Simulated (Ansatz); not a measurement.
A made-up structure of C2HS, doublet:

C1  (-0.351, 0.218, -1.031)
C2  (-0.187, 0.138, 0.583)
S3  (-0.183, 0.161, 1.863)
H4  (0.487, -0.357, -1.331)
(Å)

It is relaxed with PBE-D4/def2-SVP and then PBE0-D4/def2-TZVP (Ansatz 0.2.0). Atoms count as bonded within 1.22 times the sum of their covalent radii (H–H: 0.88 Å). The end point is not checked to be a true minimum.

Q: Does its bonding change? (Judge from chemistry; the calculation decides.)

A: Computed: No: no bond forms or breaks.

Where it ends: The first stage lowers the energy by 5.51 eV in 9 steps. It ends as C₂HS ([CH][C][S]):
```xyz
4
angstrom
C 0.0610 -0.0555 -0.7132
C -0.1355 0.1017 0.4906
S -0.3926 0.3073 2.0611
H 0.2330 -0.1928 -1.7548
```

Labels in which every atom is bracketed show which atoms are joined, not bond orders.

For scale, one of the runs: PBE0-D4/def2-TZVP relaxation, 105 basis functions, launched by `ansatz run in.yaml --threads 2 --pin off --events-out ev --progress --plain --max-ram 4352MiB`. Hardware: 2 CPU threads of an Intel Xeon Platinum 8259CL, shared host. Wall time about 3.2 min.
